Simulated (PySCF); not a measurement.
# C4H3FS: NMR shifts at several levels of theory

Aim: compute the NMR shifts of C4H3FS (`Fc1ccsc1`) at several levels, and see how far they spread and what each costs.

Programs: PySCF 2.14.0, with density-fitted response routines of our own. Each step states its level of theory. These are calculated values for one molecule in the gas phase, unless marked as measured. Atoms count from 0, in the outputs and in this text.

### 1 The starting structure

9 atoms, charge 0, multiplicity 1; geometry from: MMFF94s.

Bonds of the start (Å): F0–C1 1.34, C1–C2 1.41, C2–C3 1.38, C3–S4 1.72, S4–C5 1.71, C5–C1 1.37, C2–H6 1.08, C3–H7 1.08, C5–H8 1.08.

### 2 Optimising the geometry at PBE0-D3(BJ)/def2-SVP

What the job is given:

```
{"job": {"xc": "PBE0", "basis": "def2-SVP", "d3": "d3bj", "grid": 1, "kind": "geom"}, "charge": 0, "multiplicity": 1}
F     -1.693448    -1.486484     0.382373
C     -0.781251    -0.534301     0.144480
C      0.610309    -0.782912     0.140129
C      1.320672     0.367164    -0.131251
S      0.291961     1.719818    -0.374398
C     -1.111137     0.770144    -0.117008
H      1.066225    -1.746471     0.324626
H      2.393719     0.484481    -0.199745
H     -2.097051     1.208563    -0.169205
```

The program printed:

```text
step   0  E = -651.51981136  max force = 0.010849
step   1  E = -651.51913385  max force = 0.005206
step   2  E = -651.51993405  max force = 0.004339
step   3  E = -651.52007625  max force = 0.003688
step   4  E = -651.52032163  max force = 0.001033
step   5  E = -651.52031636  max force = 0.001063
step   6  E = -651.52032692  max force = 0.000293
optimisation converged
```

Wall time 21 s (1 thread, shared host).

The steps of the relaxation: (the energy doesn't fall at every step)

```csv
step,energy from step 0 (eV),largest force component (eV/Å)
0,0.0000,0.5579
1,0.0184,0.2677
2,-0.0033,0.2231
3,-0.0072,0.1896
4,-0.0139,0.0531
5,-0.0137,0.0547
6,-0.0140,0.0151
```

Distances of close pairs at the start and the end, largest changes first:

```csv
bond,before (Å),after (Å),change (Å)
F0–C1,1.340,1.326,-0.014
C2–C3,1.379,1.369,-0.010
C2–H6,1.082,1.090,+0.008
C1–C2,1.414,1.421,+0.008
C5–H8,1.080,1.088,+0.008
C3–H7,1.082,1.089,+0.007
S4–C5,1.714,1.717,+0.004
C1–C5,1.371,1.368,-0.002
```

The end geometry stands in the next job.

```csv
at the end point,value
point group (found at 0.08 Å tolerance),Cs
"rotational constants (GHz, main isotopes)","7.228, 2.487, 1.850"
dipole moment (D),1.10
```

### 3 Nuclear shieldings: HF/pcSseg-2

What the job is given:

```
{"job": {"kind": "nmr", "xc": "HF", "basis": "pcSseg-2", "pop": false}, "charge": 0, "multiplicity": 1}
F     -1.153565    -0.272612     1.930105
C     -0.575919    -0.044145     0.758198
C      0.706562    -0.563083     0.433243
C      1.084759    -0.188826    -0.827941
S     -0.108273     0.775101    -1.599623
C     -1.148443     0.702704    -0.235195
H      1.300125    -1.178318     1.109251
H      2.010644    -0.430607    -1.347869
H     -2.115891     1.199786    -0.220173
```

With the program's defaults for keys left out, this is: GIAO HF/pcSseg-2 NMR shielding, non-relativistic, gas phase.

The program printed:

```text
final grid: 84304 points
cycle   1  E = -650.1670586997  dE =  1.694e+00  |g| = 5.814e-01  |ddm| = 2.391e+00
cycle   2  E = -650.2401976963  dE = -7.314e-02  |g| = 3.162e-01  |ddm| = 5.039e-01
cycle   3  E = -650.2585928283  dE = -1.840e-02  |g| = 7.757e-02  |ddm| = 2.284e-01
cycle   4  E = -650.2605590948  dE = -1.966e-03  |g| = 1.730e-02  |ddm| = 1.080e-01
cycle   5  E = -650.2606983308  dE = -1.392e-04  |g| = 6.482e-03  |ddm| = 2.792e-02
cycle   6  E = -650.2607237037  dE = -2.537e-05  |g| = 2.760e-03  |ddm| = 1.092e-02
cycle   7  E = -650.2607317000  dE = -7.996e-06  |g| = 1.085e-03  |ddm| = 6.861e-03
cycle   8  E = -650.2607329578  dE = -1.258e-06  |g| = 4.363e-04  |ddm| = 2.826e-03
cycle   9  E = -650.2607331447  dE = -1.868e-07  |g| = 1.340e-04  |ddm| = 1.178e-03
cycle  10  E = -650.2607331646  dE = -1.994e-08  |g| = 4.245e-05  |ddm| = 4.253e-04
cycle  11  E = -650.2607331660  dE = -1.362e-09  |g| = 1.725e-05  |ddm| = 1.010e-04
cycle  12  E = -650.2607331661  dE = -1.555e-10  |g| = 5.289e-06  |ddm| = 2.917e-05
converged SCF energy = -650.2607331661

GIAO shielding tensors (ppm)
atom      isotropic    diamagn.    paramagn.     s11        s22        s33       span
  0 F      355.621     466.568    -110.947    263.011    356.213    447.639    184.628
  1 C       24.978     249.570    -224.592    -64.238     54.283     84.889    149.127
  2 C       66.018     253.189    -187.170    -26.261     60.891    163.426    189.687
  3 C       47.984     255.630    -207.646    -64.214     42.289    165.877    230.091
  4 S      362.094    1055.853    -693.758    187.841    428.461    469.982    282.141
  5 C       76.319     257.802    -181.484     -5.560     72.027    162.489    168.050
  6 H       24.640      30.918      -6.277     21.327     24.731     27.864      6.537
  7 H       24.144      30.466      -6.322     21.277     24.368     26.785      5.508
  8 H       24.806      30.655      -5.850     21.344     25.881     27.193      5.849
```

Wall time 16 s (1 thread, shared host).

The references, computed at this level on geometries of the same kind, shield at (ppm): ¹H TMS 31.68, ¹³C TMS 191.5, ¹⁹F CFCl3 245.3, ³³S CS2 522. Their shielding less the atom's gives the shift. The references are single molecules in the gas phase, so shifts against H2O, NH3, PH3, H3PO4 or CFCl3 are not on the usual liquid scales and can be off by tens of ppm.

```csv
atoms,environment,σ (ppm),δ (ppm)
C1,aromatic carbon bearing fluorine,25.0,166.5
C3,aromatic CH next to the ring sulfur,48.0,143.5
C2,aromatic CH,66.0,125.5
C5,aromatic CH next to the ring sulfur,76.3,115.2
H7,hydrogen on an aromatic CH next to the ring sulfur,24.14,7.54
H6,hydrogen on an aromatic CH,24.64,7.04
H8,hydrogen on an aromatic CH next to the ring sulfur,24.81,6.88
F0,aryl fluorine,355.6,-110.3
S4,aromatic ring sulfur,362,160
```

Ring of atoms C1, C2, C3, S4, C5: NICS(0) -15.7, NICS(1) -9.7, NICS(1)zz -27.0 ppm (means of both faces).

### 4 Nuclear shieldings: LDA/pcSseg-2

Settings changed since step 3:

```diff
@@ -1,2 +1,2 @@
-{"job": {"kind": "nmr", "xc": "HF", "basis": "pcSseg-2", "pop": false}, "charge": 0, "multiplicity": 1}
+{"job": {"kind": "nmr", "xc": "LDA", "basis": "pcSseg-2", "pop": false}, "charge": 0, "multiplicity": 1}
 F     -1.153565    -0.272612     1.930105
```

Level: GIAO LDA/pcSseg-2 NMR shielding, non-relativistic, gas phase.

The program printed:

```text
coarse grid: 8920 points
cycle   1  E = -648.9099940664  dE =  8.962e-01  |g| = 5.878e-01  |ddm| = 2.697e+00
cycle   2  E = -648.7642362281  dE =  1.458e-01  |g| = 9.758e-01  |ddm| = 1.365e+00
cycle   3  E = -648.9730930032  dE = -2.089e-01  |g| = 1.556e-01  |ddm| = 1.060e+00
cycle   4  E = -648.9783926133  dE = -5.300e-03  |g| = 9.298e-02  |ddm| = 2.195e-01
cycle   5  E = -648.9806088902  dE = -2.216e-03  |g| = 2.349e-02  |ddm| = 8.026e-02
cycle   6  E = -648.9807284579  dE = -1.196e-04  |g| = 8.384e-03  |ddm| = 2.241e-02
cycle   7  E = -648.9807375914  dE = -9.133e-06  |g| = 5.218e-03  |ddm| = 8.319e-03
cycle   8  E = -648.9807447010  dE = -7.110e-06  |g| = 1.019e-03  |ddm| = 4.183e-03
final grid: 84304 points
cycle   9  E = -648.9771057282  dE = -6.206e-05  |g| = 4.073e-03  |ddm| = 3.624e-02
cycle  10  E = -648.9770917006  dE =  1.403e-05  |g| = 8.648e-03  |ddm| = 8.203e-03
cycle  11  E = -648.9771085059  dE = -1.681e-05  |g| = 1.803e-03  |ddm| = 6.327e-03
cycle  12  E = -648.9771093058  dE = -7.998e-07  |g| = 5.388e-04  |ddm| = 1.573e-03
cycle  13  E = -648.9771093648  dE = -5.899e-08  |g| = 2.254e-04  |ddm| = 5.305e-04
cycle  14  E = -648.9771093754  dE = -1.061e-08  |g| = 5.352e-05  |ddm| = 1.938e-04
cycle  15  E = -648.9771093760  dE = -6.514e-10  |g| = 2.298e-05  |ddm| = 6.602e-05
converged SCF energy = -648.9771093760

GIAO shielding tensors (ppm)
atom      isotropic    diamagn.    paramagn.     s11        s22        s33       span
  0 F      291.947     466.175    -174.228    177.772    279.423    418.645    240.874
  1 C        3.671     246.753    -243.082    -57.659     23.676     44.998    102.657
  2 C       51.865     254.984    -203.119    -22.041     32.491    145.145    167.187
  3 C       43.725     257.626    -213.901    -49.466     33.483    147.157    196.624
  4 S      248.641    1057.015    -808.374    107.943    269.762    368.219    260.277
  5 C       66.248     260.418    -194.171     -2.323     56.524    144.542    146.865
  6 H       23.770      31.040      -7.270     21.433     24.041     25.835      4.402
  7 H       23.624      29.833      -6.209     21.159     23.543     26.169      5.010
  8 H       24.140      30.474      -6.334     21.505     24.830     26.085      4.580
```

Run time: 29 s. Hardware: 1 thread, shared host.

This run: δ C1 176.6, C3 136.6, C2 128.4, C5 114.0, H7 7.15, H6 7.00 ppm.

### 5 NMR shieldings: PBE/pcSseg-2

Settings changed since step 4:

```diff
@@ -1,2 +1,2 @@
-{"job": {"kind": "nmr", "xc": "LDA", "basis": "pcSseg-2", "pop": false}, "charge": 0, "multiplicity": 1}
+{"job": {"kind": "nmr", "xc": "PBE", "basis": "pcSseg-2", "pop": false}, "charge": 0, "multiplicity": 1}
 F     -1.153565    -0.272612     1.930105
```

Method: GIAO PBE/pcSseg-2 NMR shielding, non-relativistic, gas phase.

The program printed:

```text
coarse grid: 8920 points
cycle   1  E = -651.8343416656  dE =  9.184e-01  |g| = 5.854e-01  |ddm| = 2.435e+00
cycle   2  E = -651.6916770379  dE =  1.427e-01  |g| = 9.733e-01  |ddm| = 1.457e+00
cycle   3  E = -651.8973459397  dE = -2.057e-01  |g| = 1.486e-01  |ddm| = 1.131e+00
cycle   4  E = -651.9021100048  dE = -4.764e-03  |g| = 8.920e-02  |ddm| = 2.118e-01
cycle   5  E = -651.9042015039  dE = -2.091e-03  |g| = 2.098e-02  |ddm| = 7.668e-02
cycle   6  E = -651.9042948669  dE = -9.336e-05  |g| = 8.034e-03  |ddm| = 2.071e-02
cycle   7  E = -651.9043042280  dE = -9.361e-06  |g| = 4.914e-03  |ddm| = 8.277e-03
cycle   8  E = -651.9043107311  dE = -6.503e-06  |g| = 8.880e-04  |ddm| = 3.987e-03
final grid: 84304 points
cycle   9  E = -651.9122806418  dE = -8.264e-05  |g| = 1.399e-02  |ddm| = 4.395e-02
cycle  10  E = -651.9120819495  dE =  1.987e-04  |g| = 3.091e-02  |ddm| = 3.225e-02
cycle  11  E = -651.9123235744  dE = -2.416e-04  |g| = 3.440e-03  |ddm| = 2.517e-02
cycle  12  E = -651.9123268297  dE = -3.255e-06  |g| = 1.222e-03  |ddm| = 3.488e-03
cycle  13  E = -651.9123271665  dE = -3.369e-07  |g| = 1.982e-04  |ddm| = 1.048e-03
cycle  14  E = -651.9123271708  dE = -4.308e-09  |g| = 1.120e-04  |ddm| = 2.608e-04
cycle  15  E = -651.9123271732  dE = -2.309e-09  |g| = 4.072e-05  |ddm| = 1.131e-04
cycle  16  E = -651.9123271735  dE = -3.183e-10  |g| = 1.999e-05  |ddm| = 4.192e-05
converged SCF energy = -651.9123271735

GIAO shielding tensors (ppm)
atom      isotropic    diamagn.    paramagn.     s11        s22        s33       span
  0 F      290.451     466.895    -176.444    174.867    285.295    411.192    236.325
  1 C        8.184     248.096    -239.912    -51.548     26.314     49.785    101.333
  2 C       55.918     255.553    -199.635    -17.293     39.206    145.842    163.135
  3 C       48.052     258.087    -210.035    -43.577     40.016    147.718    191.295
  4 S      280.830    1057.424    -776.594    145.583    304.169    392.738    247.155
  5 C       70.316     260.394    -190.078      3.472     62.272    145.203    141.731
  6 H       24.241      31.130      -6.889     21.968     24.439     26.315      4.347
  7 H       24.093      30.093      -6.000     21.649     24.032     26.597      4.947
  8 H       24.641      30.788      -6.147     21.997     25.343     26.583      4.587
```

Run time: 40 s. Hardware: 1 thread, shared host.

This run: δ C1 171.2, C3 131.3, C2 123.5, C5 109.1, H7 7.09, H6 6.94 ppm.

### 6 Nuclear shieldings: BLYP/pcSseg-2

Settings changed since step 5:

```diff
@@ -1,2 +1,2 @@
-{"job": {"kind": "nmr", "xc": "PBE", "basis": "pcSseg-2", "pop": false}, "charge": 0, "multiplicity": 1}
+{"job": {"kind": "nmr", "xc": "BLYP", "basis": "pcSseg-2", "pop": false}, "charge": 0, "multiplicity": 1}
 F     -1.153565    -0.272612     1.930105
```

With the program's defaults for keys left out, this is: GIAO BLYP/pcSseg-2 NMR shielding, non-relativistic, gas phase.

The program printed:

```text
coarse grid: 8920 points
cycle   1  E = -652.2136123694  dE =  9.113e-01  |g| = 6.224e-01  |ddm| = 2.408e+00
cycle   2  E = -652.0496576330  dE =  1.640e-01  |g| = 1.053e+00  |ddm| = 1.613e+00
cycle   3  E = -652.2843852198  dE = -2.347e-01  |g| = 1.528e-01  |ddm| = 1.259e+00
cycle   4  E = -652.2889691004  dE = -4.584e-03  |g| = 9.447e-02  |ddm| = 2.213e-01
cycle   5  E = -652.2913220405  dE = -2.353e-03  |g| = 2.299e-02  |ddm| = 8.378e-02
cycle   6  E = -652.2914313881  dE = -1.093e-04  |g| = 9.336e-03  |ddm| = 2.322e-02
cycle   7  E = -652.2914460742  dE = -1.469e-05  |g| = 5.206e-03  |ddm| = 9.606e-03
cycle   8  E = -652.2914533764  dE = -7.302e-06  |g| = 9.968e-04  |ddm| = 4.344e-03
final grid: 84304 points
cycle   9  E = -652.3014754066  dE = -8.066e-05  |g| = 8.466e-03  |ddm| = 4.219e-02
cycle  10  E = -652.3014195106  dE =  5.590e-05  |g| = 1.818e-02  |ddm| = 1.611e-02
cycle  11  E = -652.3014893366  dE = -6.983e-05  |g| = 2.108e-03  |ddm| = 1.221e-02
cycle  12  E = -652.3014903812  dE = -1.045e-06  |g| = 9.702e-04  |ddm| = 2.289e-03
cycle  13  E = -652.3014906058  dE = -2.247e-07  |g| = 2.700e-04  |ddm| = 9.524e-04
cycle  14  E = -652.3014906205  dE = -1.464e-08  |g| = 1.113e-04  |ddm| = 2.838e-04
cycle  15  E = -652.3014906226  dE = -2.136e-09  |g| = 6.358e-05  |ddm| = 1.289e-04
cycle  16  E = -652.3014906237  dE = -1.125e-09  |g| = 7.111e-06  |ddm| = 5.801e-05
cycle  17  E = -652.3014906238  dE = -1.091e-11  |g| = 8.217e-07  |ddm| = 7.477e-06
converged SCF energy = -652.3014906238

GIAO shielding tensors (ppm)
atom      isotropic    diamagn.    paramagn.     s11        s22        s33       span
  0 F      292.700     468.020    -175.320    180.633    289.398    408.068    227.435
  1 C        2.491     246.716    -244.225    -59.235     20.621     46.087    105.322
  2 C       51.675     253.752    -202.076    -23.111     36.602    141.535    164.646
  3 C       42.340     256.636    -214.297    -51.090     35.768    142.341    193.431
  4 S      256.481    1057.430    -800.948    116.348    286.289    366.807    250.459
  5 C       65.019     258.747    -193.728     -2.772     57.539    140.289    143.061
  6 H       24.495      31.477      -6.982     22.348     24.577     26.560      4.212
  7 H       24.351      30.393      -6.042     22.064     24.182     26.806      4.742
  8 H       24.879      31.078      -6.199     22.400     25.493     26.744      4.344
```

It took 42 s on 1 thread, shared host.

Key values: δ C1 172.5, C3 132.7, C2 123.3, C5 110.0, H7 7.03, H6 6.88 ppm.

### 7 NMR shieldings: BP86/pcSseg-2

Settings changed since step 6:

```diff
@@ -1,2 +1,2 @@
-{"job": {"kind": "nmr", "xc": "BLYP", "basis": "pcSseg-2", "pop": false}, "charge": 0, "multiplicity": 1}
+{"job": {"kind": "nmr", "xc": "BP86", "basis": "pcSseg-2", "pop": false}, "charge": 0, "multiplicity": 1}
 F     -1.153565    -0.272612     1.930105
```

Method: GIAO BP86/pcSseg-2 NMR shielding, non-relativistic, gas phase.

The program printed:

```text
coarse grid: 8920 points
cycle   1  E = -652.3337671742  dE =  9.173e-01  |g| = 5.833e-01  |ddm| = 2.433e+00
cycle   2  E = -652.2014994662  dE =  1.323e-01  |g| = 9.603e-01  |ddm| = 1.314e+00
cycle   3  E = -652.3956590032  dE = -1.942e-01  |g| = 1.439e-01  |ddm| = 1.006e+00
cycle   4  E = -652.4000439506  dE = -4.385e-03  |g| = 8.580e-02  |ddm| = 2.033e-01
cycle   5  E = -652.4019922637  dE = -1.948e-03  |g| = 2.079e-02  |ddm| = 7.519e-02
cycle   6  E = -652.4020857188  dE = -9.346e-05  |g| = 7.522e-03  |ddm| = 1.962e-02
cycle   7  E = -652.4020940784  dE = -8.360e-06  |g| = 4.622e-03  |ddm| = 7.834e-03
cycle   8  E = -652.4020999041  dE = -5.826e-06  |g| = 8.364e-04  |ddm| = 3.783e-03
final grid: 84304 points
cycle   9  E = -652.4100795506  dE = -8.733e-05  |g| = 5.325e-03  |ddm| = 4.412e-02
cycle  10  E = -652.4100517360  dE =  2.781e-05  |g| = 1.122e-02  |ddm| = 1.316e-02
cycle  11  E = -652.4100856560  dE = -3.392e-05  |g| = 1.800e-03  |ddm| = 1.030e-02
cycle  12  E = -652.4100865528  dE = -8.968e-07  |g| = 6.123e-04  |ddm| = 1.731e-03
cycle  13  E = -652.4100865847  dE = -3.196e-08  |g| = 2.219e-04  |ddm| = 5.430e-04
cycle  14  E = -652.4100865943  dE = -9.618e-09  |g| = 7.949e-05  |ddm| = 2.095e-04
cycle  15  E = -652.4100866169  dE = -2.260e-08  |g| = 4.256e-05  |ddm| = 8.046e-05
cycle  16  E = -652.4100866174  dE = -4.886e-10  |g| = 8.376e-06  |ddm| = 3.605e-05
converged SCF energy = -652.4100866174

GIAO shielding tensors (ppm)
atom      isotropic    diamagn.    paramagn.     s11        s22        s33       span
  0 F      292.301     466.363    -174.062    178.036    285.814    413.053    235.017
  1 C        8.315     248.427    -240.112    -51.533     26.646     49.832    101.366
  2 C       55.917     254.603    -198.686    -17.310     39.313    145.747    163.057
  3 C       47.791     257.504    -209.713    -43.843     39.817    147.399    191.241
  4 S      276.253    1057.378    -781.125    140.077    300.326    388.356    248.278
  5 C       69.991     259.682    -189.690      3.233     61.901    144.841    141.608
  6 H       24.316      31.176      -6.860     22.046     24.515     26.387      4.341
  7 H       24.166      30.105      -5.938     21.747     24.091     26.662      4.916
  8 H       24.712      30.723      -6.010     22.074     25.408     26.655      4.581
```

It took 35 s on 1 thread, shared host.

This run: δ C1 170.9, C3 131.4, C2 123.3, C5 109.2, H7 7.07, H6 6.92 ppm.

### 8 NMR shieldings: OPBE/pcSseg-2

Settings changed since step 7:

```diff
@@ -1,2 +1,2 @@
-{"job": {"kind": "nmr", "xc": "BP86", "basis": "pcSseg-2", "pop": false}, "charge": 0, "multiplicity": 1}
+{"job": {"kind": "nmr", "xc": "OPBE", "basis": "pcSseg-2", "pop": false}, "charge": 0, "multiplicity": 1}
 F     -1.153565    -0.272612     1.930105
```

With the program's defaults for keys left out, this is: GIAO OPBE/pcSseg-2 NMR shielding, non-relativistic, gas phase.

The program printed:

```text
coarse grid: 8920 points
cycle   1  E = -652.1616689276  dE =  9.209e-01  |g| = 5.595e-01  |ddm| = 2.463e+00
cycle   2  E = -652.0491558233  dE =  1.125e-01  |g| = 9.000e-01  |ddm| = 1.563e+00
cycle   3  E = -652.2187943617  dE = -1.696e-01  |g| = 1.404e-01  |ddm| = 1.193e+00
cycle   4  E = -652.2230186076  dE = -4.224e-03  |g| = 8.434e-02  |ddm| = 2.013e-01
cycle   5  E = -652.2249392152  dE = -1.921e-03  |g| = 2.035e-02  |ddm| = 7.227e-02
cycle   6  E = -652.2250306462  dE = -9.143e-05  |g| = 6.914e-03  |ddm| = 1.898e-02
cycle   7  E = -652.2250372152  dE = -6.569e-06  |g| = 4.507e-03  |ddm| = 7.620e-03
cycle   8  E = -652.2250428340  dE = -5.619e-06  |g| = 7.947e-04  |ddm| = 3.708e-03
final grid: 84304 points
cycle   9  E = -652.2255575043  dE = -2.077e-04  |g| = 2.168e-02  |ddm| = 8.717e-02
cycle  10  E = -652.2250857834  dE =  4.717e-04  |g| = 4.594e-02  |ddm| = 6.351e-02
cycle  11  E = -652.2256586800  dE = -5.729e-04  |g| = 7.000e-03  |ddm| = 4.878e-02
cycle  12  E = -652.2256720609  dE = -1.338e-05  |g| = 1.427e-03  |ddm| = 5.800e-03
cycle  13  E = -652.2256724923  dE = -4.314e-07  |g| = 4.903e-04  |ddm| = 1.359e-03
cycle  14  E = -652.2256725309  dE = -3.852e-08  |g| = 3.200e-04  |ddm| = 5.572e-04
cycle  15  E = -652.2256725587  dE = -2.788e-08  |g| = 4.061e-05  |ddm| = 2.490e-04
cycle  16  E = -652.2256725590  dE = -2.362e-10  |g| = 2.622e-05  |ddm| = 4.725e-05
converged SCF energy = -652.2256725590

GIAO shielding tensors (ppm)
atom      isotropic    diamagn.    paramagn.     s11        s22        s33       span
  0 F      291.519     467.482    -175.963    173.148    289.325    412.084    238.935
  1 C       20.232     250.966    -230.735    -35.779     37.683     58.791     94.570
  2 C       64.927     258.091    -193.163     -5.335     48.344    151.773    157.108
  3 C       58.731     260.168    -201.437    -28.678     50.467    154.405    183.083
  4 S      326.532    1058.346    -731.815    198.047    345.694    435.854    237.806
  5 C       79.704     262.333    -182.628     15.935     71.782    151.396    135.461
  6 H       24.223      30.915      -6.692     21.793     24.529     26.346      4.554
  7 H       24.066      29.960      -5.894     21.426     24.130     26.641      5.215
  8 H       24.646      30.719      -6.074     21.757     25.399     26.781      5.024
```

It took 36 s on 1 thread, shared host.

This run: δ C1 164.2, C3 125.7, C2 119.5, C5 104.7, H7 7.13, H6 6.98 ppm.

### 9 Side by side: NMR shifts

Shifts (ppm) of some atoms, chosen among heavy atoms and hydrogens apart, with basis size and wall time:

```csv
run,C1,C3,C5,H7,H8,F0,S4,functions,time
HF/pcSseg-2,166.5,143.5,115.2,7.54,6.88,-110.3,160,265,16 s
LDA/pcSseg-2,176.6,136.6,114.0,7.15,6.63,-153.7,235,265,29 s
PBE/pcSseg-2,171.2,131.3,109.1,7.09,6.54,-147.5,217,265,40 s
BLYP/pcSseg-2,172.5,132.7,110.0,7.03,6.50,-149.6,231,265,42 s
BP86/pcSseg-2,170.9,131.4,109.2,7.07,6.52,-148.4,218,265,35 s
OPBE/pcSseg-2,164.2,125.7,104.7,7.13,6.55,-136.4,191,265,36 s
```

### 10 Summary of results

| quantity | value |
| --- | --- |
| point group | Cs |
| rotational constants (main isotopes) | 7.23, 2.49, 1.85 GHz |
| ¹³C shifts against TMS (HF/pcSseg-2) | 166.5, 143.5, 125.5, 115.2 ppm |
| ¹H shifts against TMS (HF/pcSseg-2) | 7.54, 7.04, 6.88 ppm |
| ¹⁹F shifts against CFCl3 (HF/pcSseg-2) | -110.3 ppm |
| ³³S shifts against CS2 (HF/pcSseg-2) | 160 ppm |
| range of the shift of S4 | 160 to 235 ppm |

What this shows: Single values in the summary come from the first run of each kind that ended normally (HF/pcSseg-2), which need not be the best level. Over 6 steps the energy fell by 0.014 eV; of the close pairs, F0–C1 changed most, 1.340 to 1.326 Å. No frequency check was run at this level, so the end point may be a saddle. At HF/pcSseg-2: The largest span, 282 ppm, is at S4, where the paramagnetic term is -694 ppm. NICS(1)zz of -27 ppm above the planar ring from C1 marks a diatropic (aromatic) ring current. In ppm, S4 moves most: its shift spreads over 75 ppm, from 160 (HF/pcSseg-2) to 235 (LDA/pcSseg-2).
